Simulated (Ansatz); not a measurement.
We consider cubic perovskite KTaO₃, described by PBE-D3(BJ) (plane waves, PAW; Ansatz, an electronic-structure program).

Settings: plane-wave cutoff 520 eV, 8×8×8 k mesh, Fermi–Dirac smearing 0.01 eV, scalar-relativistic PAW data made under PBE.

Cell (relaxed at this level):

```
CELL_PARAMETERS angstrom
      4.00385     0.00000     0.00000
      0.00000     4.00385     0.00000
      0.00000     0.00000     4.00385
ATOMIC_POSITIONS crystal
  K  0.00000 0.00000 0.00000
  Ta 0.50000 0.50000 0.50000
  O  0.50000 0.00000 0.50000
  O  0.00000 0.50000 0.50000
  O  0.50000 0.50000 0.00000
```

Q: Predict the bulk modulus B0, band gap, smallest direct gap on the k points sampled and pressure derivative B′ of the bulk modulus.

A: 
- bulk modulus B0: 195 GPa
- band gap: 2.20 eV
- smallest direct gap on the k points sampled: 2.81 eV
- pressure derivative B′ of the bulk modulus: 4.5

Measured, for comparison: band gap 3.64 eV (temperature not stated, not corrected to a static lattice, indirect; as tabulated in Himmetoglu and Janotti (2016), arXiv:1601.06205); bulk modulus 220 GPa (temperature not stated, not corrected to a static lattice; as tabulated in Tinte et al. (1998), arXiv:cond-mat/9809379). Computed (rounded) less measured: bulk modulus -11 %.

Spin–orbit coupling is not included.
